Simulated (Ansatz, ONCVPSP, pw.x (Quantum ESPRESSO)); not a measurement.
**Nb (Z = 41): does the ONCV potential hold in the solid?**

```json
{
  "Element": "niobium (Nb)",
  "Generator": "ONCVPSP 4.0.1.1 (patched build)",
  "Type": "optimised norm-conserving Vanderbilt (ONCV)",
  "Functional": "LDA (Perdew-Wang 92)",
  "Relativity": "scalar-relativistic",
  "Frozen core": "[Ar] 3d10",
  "Valence charge": "13",
  "Reference configuration": "4s2 4p6 4d4 5s0.75 5p0.25",
  "Partial waves": "4s+5s: rc 2.04 bohr, ncon 4, nbas 9, qcut 6.8 1/bohr, 2 projectors; 4p+5p: rc 2.18 bohr, ncon 4, nbas 9, qcut 5.5 1/bohr, 2 projectors; 4d: rc 2.04 bohr, ncon 3, nbas 8, qcut 8.9 1/bohr, local",
  "Local potential": "the d channel",
  "Core correction": "Teter function, fcfact 4, rcfact 1.2"
}
```

Atomic tests: cutoffs needed: 18 Ha and 22 Ha (the cutoffs (Ha) at which the residual kinetic energy of the hardest occupied pseudo-wave falls to 1 and 0.1 mHa per electron); ghost test: no bound ghost flagged; no localised positive-energy state flagged; largest excitation error: -1.7 meV (all-electron minus pseudo) for 4s2 4p6 4d4 5s0 5p0, out of 4 test configurations.

Crystal test: fcc Nb in pw.x 7.5, no spin, 14³ k-points, Fermi–Dirac smearing 0.01 Ry, cutoffs 55/220 Ry. The reference is all-electron LAPW (Ansatz 0.2.0) with the same functional, mesh and smearing; V0 and B0 come from Birch–Murnaghan fits to the pressures at five volumes. Errors are pseudo minus all-electron; Δ is the rms difference of the E(V) curves that follow from these fits, minima aligned, over ±6 % about the mean V0. Mesh and smearing are coarse, so the numbers serve the comparison and aren't converged zero-temperature values; the lattice is a test structure that the element need not adopt.

```json
{"V (Å³/atom)": "16.812", "P all-electron (GPa)": "10.89", "P pseudo (GPa)": "11.50"}
{"V (Å³/atom)": "17.255", "P all-electron (GPa)": "5.41", "P pseudo (GPa)": "5.96"}
{"V (Å³/atom)": "17.697", "P all-electron (GPa)": "0.54", "P pseudo (GPa)": "1.04"}
{"V (Å³/atom)": "18.139", "P all-electron (GPa)": "-3.80", "P pseudo (GPa)": "-3.34"}
{"V (Å³/atom)": "18.582", "P all-electron (GPa)": "-7.66", "P pseudo (GPa)": "-7.24"}
```

All-electron: a0 = 4.141 Å (V0 = 17.75 Å³/atom), B0 = 181.7 GPa.

Pseudopotential: mean pressure error (GPa): +0.51; a0 (Å): 4.144; a0 error (%): +0.09; B0 error (%): +0.0; Δ (meV/atom): 1.9.

Problem. At the middle volume, how do free energy and pressure move when the wave cutoff is lowered (ecutrho kept at four times it)?

Solution.

```
cutoff (Ry)  shift of F (meV/atom)  shift of P (GPa)
         25                 +845.1            -28.89
         33                 +138.4             -6.40
         44                   +7.7             -0.54
```

The run at the middle volume (104 k-points, 8 iterations) took about 29 s on one core of a shared host (Neoverse-N1, 64 threads, 124 GiB, load 56).
